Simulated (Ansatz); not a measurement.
The cluster Li₂H₄: single points at one geometry.

```yaml
crystal:
  periodic: [false, false, false]
  atoms:
    - {symbol: Li, position_ang: [1.723091, -0.019709, 0.476303]}
    - {symbol: Li, position_ang: [-1.721261, 0.049052, -0.474727]}
    - {symbol: H, position_ang: [-3.325901, 0.163704, -0.941509]}
    - {symbol: H, position_ang: [3.348571, 0.049082, 0.871130]}
    - {symbol: H, position_ang: [0.102516, -0.283617, -0.401778]}
    - {symbol: H, position_ang: [-0.127016, 0.041488, 0.470591]}
basis:
  gaussian: {orbitals: def2-TZVPD, initial_orbitals: start.molden}
magnetization: {spin_polarized: true, initial_magnetization: 2}
hamiltonian: {xc: pbe, dispersion: d4}
scf: {omitted_lower_state_checks: [starts]}
output: {orbitals: {seedname: orbitals}}
```

The file start.molden holds the orbitals of an earlier run on this structure, at another level or in another basis.

```sh
$ ansatz run in.yaml --threads 4 --pin off --events-out ev --progress --plain --max-ram 3916MiB
```

Shortened log:

```
Functional definition: PBE
534 factors; their error is unknown
mean field evaluation 1: about -467.5281 eV, gradient 3.0e0 eV
mean field evaluation 2: about -467.5582 eV, gradient 4.7e-2 eV
mean field evaluation 4: about -467.5550 eV, gradient 1.2e-4 eV
mean field -467.55495736 eV, -17.1823277629 hartree, gradient 2.0e-5 eV, S^2 2.006090; 0 other end points of the search recorded, 0 dependent functions left out
reference -467.55504792 eV, -17.1823310908 hartree; 6, 4 occupied and 64, 66 virtual orbitals, 534 factors
Total energy: -467.61439218 eV, -17.1845119522 hartree
Checks for a lower state left out: starts
```

It took 0.45 s on 4 threads of Arm Neoverse V2 on a shared host.

First input, but with `gaussian: {orbitals: def2-TZVPD}`, `hamiltonian: {xc: pbe0, dispersion: d4}` (abridged; 0.5 s):

```
Functional definition: PBE0
mean field evaluation 16: about -467.4382 eV, gradient 3.6e-3 eV
mean field -467.43821585 eV, -17.1780375915 hartree, gradient 3.3e-5 eV, S^2 2.015904
Total energy: -467.48873761 eV, -17.1798942321 hartree
Checks for a lower state left out: starts
```

As the first input, with `hamiltonian: {xc: r2scan, dispersion: d4}` (abridged; 0.95 s):

```
Functional definition: r2SCAN
mean field -468.66128080 eV, -17.2229843995 hartree, gradient 2.5e-5 eV, S^2 2.014210
Total energy: -468.67781055 eV, -17.2235918564 hartree
Checks for a lower state left out: starts
```

Geometry: r2SCAN-D4/def2-TZVPD, that of the charge -1 doublet.

At PBE-D4/def2-TZVPD, r2SCAN-D4/def2-TZVPD the gap within one spin of the charge 0 triplet nearly closes, so an electron or hole may be smeared out by delocalisation error. At PBE0-D4/def2-TZVPD a singlet of charge 0 lies 1.46 eV below the triplet at the same geometry. The structure comes from a short search, and lower isomers may exist.
